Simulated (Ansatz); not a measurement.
in.yaml

```yaml
crystal:
  periodic: [false, false, false]
  atoms:
    - {symbol: Na, position_ang: [0.000000, 0.000000, 0.457866]}
    - {symbol: H, position_ang: [0.000000, -0.884613, -5.221653]}
    - {symbol: H, position_ang: [0.000000, 0.884613, -5.221653]}
basis:
  gaussian: {orbitals: "6-31G*"}
total_charge: 1
correlation: {method: fic_nevpt4_sd, electrons: outside_noble_gas, active_space: {window: {electrons: 2, orbitals: 3}}}
```

```sh
$ ansatz run in.yaml --threads 1 --pin off --events-out ev --progress --plain --max-ram 2393MiB
```

The program prints:

```
223 factors; integrals over basis functions are off by at most 6.5e-4 eV
mean field evaluation 1: about -4424.8663 eV, gradient 2.4e0 eV
mean field evaluation 2: about -4424.8657 eV, gradient 2.4e0 eV
mean field evaluation 4: about -4424.8930 eV, gradient 3.1e-2 eV
mean field evaluation 8: about -4424.8930 eV, gradient 4.0e-5 eV
mean field -4424.89295845 eV, -162.6118169230 hartree, gradient 1.3e-6 eV, S^2 0.000000; 0 other end points of the search recorded, 0 dependent functions left out; unrestricted orbitals would lower it
reference -4424.89295845 eV, -162.6118169230 hartree; 6, 6 occupied and 17, 17 virtual orbitals, 223 factors
state -4426.97408798 eV, -162.6882970225 hartree
state -4426.97408798 eV, -162.6882970225 hartree; corrected -4426.97668082 eV, -162.6883923076 hartree
Total energy: -4426.97668082 eV, -162.6883923076 hartree
```

Ran on 1 thread of AMD EPYC 7B13, shared host: 0.27 s wall, 0.09 GiB peak host memory.
